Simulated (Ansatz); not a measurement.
Frontier orbitals of CHCl₂F (`FC(Cl)Cl`).

The species carries charge 0 and has multiplicity 1. All single points use the PBE0-D4/def2-TZVP geometry. Basis def2-TZVPP, Ansatz.

A caution on the coupled-cluster cation, which keeps the state that its UHF reference found: large T1 diagnostic of the cation.

```json
{"functional": "PBE", "HOMO (eV)": "-7.67", "LUMO (eV)": "-1.39", "gap (eV)": "6.28"}
{"functional": "PBE0", "HOMO (eV)": "-9.13", "LUMO (eV)": "-0.28", "gap (eV)": "8.85"}
{"functional": "B3LYP", "HOMO (eV)": "-8.85", "LUMO (eV)": "-0.58", "gap (eV)": "8.27"}
{"functional": "r2SCAN0", "HOMO (eV)": "-9.37", "LUMO (eV)": "-0.16", "gap (eV)": "9.21"}
{"functional": "ωB97M-V", "HOMO (eV)": "-11.40", "LUMO (eV)": "1.94", "gap (eV)": "13.34"}
{"functional": "HF", "HOMO (eV)": "-12.53", "LUMO (eV)": "3.68", "gap (eV)": "16.21"}
```

Task: What is the vertical ionisation energy at frozen-core CCSD(T)/CBS(def2)? (An estimate is asked.)

Result: Ansatz gave: 12.04 eV (T1 of the cation 0.065).

Against PBE, PBE0 changes HOMO and LUMO by −1.47 and +1.11 eV, ωB97M-V by −3.73 and +3.32 eV. A gap of 6.28 eV thus becomes 13.34 eV for the same molecule, so an orbital gap means little without its functional. A positive LUMO is unbound and depends on the basis. −ε(HOMO) differs from that ionisation energy by −4.37 eV with PBE and −0.64 eV with ωB97M-V.

B3LYP here is the variant with VWN-RPA as its local correlation; programs differ in this.
